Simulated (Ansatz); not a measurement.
Reaction (SMILES): [C-]#[S+] (C-S) → C atom + S atom
B3LYP-D3(BJ)/def2-TZVP geometries, fixed; electronic energies without zero-point terms.

The atomisation energy at CCSD(T) with Ansatz (a first-principles code), in kcal/mol, split into its Hartree-Fock and correlation parts. Cores are frozen. Open shells are unrestricted. No added dispersion term, no relativity. Functions are those of the species that has most.

| basis | X | functions | Hartree-Fock | CCSD(T) |
|---|---|---|---|---|
| aug-cc-pV(D+d)Z | 2 | 55 | 95.47 | 156.15 |
| aug-cc-pV(T+d)Z | 3 | 101 | 96.89 | 164.61 |
| aug-cc-pV(Q+d)Z | 4 | 169 | 97.41 | 168.34 |

Worked estimate of the basis-set limit from each neighbouring pair, with Hartree-Fock from the larger set and the correlation part extrapolated as X^-3.
Correlation parts: X = 2: 60.68, X = 3: 67.72, X = 4: 70.93.
- (2,3): (27·(67.72) - 8·(60.68))/19 = 70.68; with Hartree-Fock 96.89 the estimate is 167.57 kcal/mol.
- (3,4): (64·(70.93) - 27·(67.72))/37 = 73.27; with Hartree-Fock 97.41 the estimate is 170.68 kcal/mol.
The last two estimates differ by 3.11 kcal/mol; the largest set lies 2.34 from the last. Over the last step Hartree-Fock moves by 0.52 and the correlation part by 3.21.
